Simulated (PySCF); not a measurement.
Atomic charges by several schemes

Compound: SF₄.
SMILES with atom numbers: `[F:1][S:2]([F:3])([F:4])[F:5]`

Cartesian coordinates in Å at the GFN2-xTB level; atoms count from 1:
```xyz
5
SF4 angstrom
F      0.494   -1.073    0.703
S      0.047   -0.020   -0.438
F     -0.616    1.131    0.481
F      1.543    0.751   -0.261
F     -1.460   -0.786   -0.503
```

Density: PBE0/pcSseg-1 (PySCF); schemes: Mulliken, IAO, Hirshfeld and ESP-fitted. Geometry: GFN2-xTB; no solvent, vibrations or thermal averaging.

Q: Atoms with like bonding are taken together and averaged. For which atoms does the sign change between the 4 schemes (beyond +0.03 e in one, beyond −0.03 e in another)?

A: For none.

Q: Which atoms carry the lowest charge in the Mulliken, IAO, Hirshfeld and ESP-fitted schemes?

A: All schemes agree: Mulliken F4/F5 (-0.411); IAO F4/F5 (-0.493); Hirshfeld F4/F5 (-0.213); ESP-fitted F4/F5 (-0.282).

Q: Which atoms carry the highest charge in the Mulliken, IAO, Hirshfeld and ESP-fitted schemes?

A: All schemes agree: Mulliken S2 (+1.416); IAO S2 (+1.748); Hirshfeld S2 (+0.601); ESP-fitted S2 (+0.729).

Q: Tabulate the Mulliken, IAO, Hirshfeld and ESP-fitted charges.

A: In e; atoms taken as equivalent share a row and are averaged (×n: the atom named and its like, n in all):

```
 atom            environment  Mulliken     IAO  Hirshfeld  ESP-fitted
F1/F3  sulfur-bound fluorine    -0.298  -0.381     -0.087      -0.083
   S2   sulfur bonded to 4 F    +1.416  +1.748     +0.601      +0.729
F4/F5  sulfur-bound fluorine    -0.411  -0.493     -0.213      -0.282
```

Mean size of the charges over all atoms: IAO 0.699 e, Mulliken 0.567 e, ESP-fitted 0.291 e, Hirshfeld 0.240 e. Each set sums to the total charge, 0, to within 0.001 e. The IAO scheme counts the electrons in orthogonalised intrinsic atomic orbitals, a minimal basis polarised so that it spans the occupied orbitals exactly. The ESP scheme is a least-squares fit of atom-centred charges to the potential on four shells outside the van der Waals surface, with the total charge fixed.

Q: Sum the charges by element, for elements with more than one atom.

A: 
```csv
element,atoms,Mulliken,IAO,Hirshfeld,ESP-fitted
F,4,-1.416,-1.748,-0.601,-0.729
```

Q: How many electrons does the Hirshfeld scheme count on F3?

A: Its own charge is -0.087 e, so Z − q = 9.087.
